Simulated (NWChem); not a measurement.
Correlation energy of ethanol (C₂H₆O)

```xyz
9

C     -1.1961     0.1358     0.2499
C      0.0782    -0.4235    -0.3534
O      1.2217     0.3105    -0.0034
H     -2.0803    -0.4258    -0.0899
H     -1.3248     1.1921    -0.0312
H     -1.1730     0.0794     1.3515
H      0.1824    -1.4950    -0.0839
H      0.0180    -0.3878    -1.4531
H      1.3116     0.2790     0.9547
```
Charge 0, spin multiplicity 1.

All runs are NWChem calculations. The geometry was optimised at PBE0/def2-SVP, a minimum by its harmonic frequencies. It is one conformer; others weren't searched.

Basis set: cc-pVDZ. Each correlation energy counts from its own Hartree-Fock reference.

The correlated methods keep 3 core orbitals frozen. Coupled-cluster values serve here as a point of comparison, not as the truth.

### Question
Order these methods by the correlation energy they give, lowest first: SCS-MP2, CR-CCSD[T], RI-MP2, CCSD(T).

### Answer
CCSD(T) (-532.0 mHa), CR-CCSD[T] (-529.5 mHa), RI-MP2 (-481.4 mHa), SCS-MP2 (-479.4 mHa)
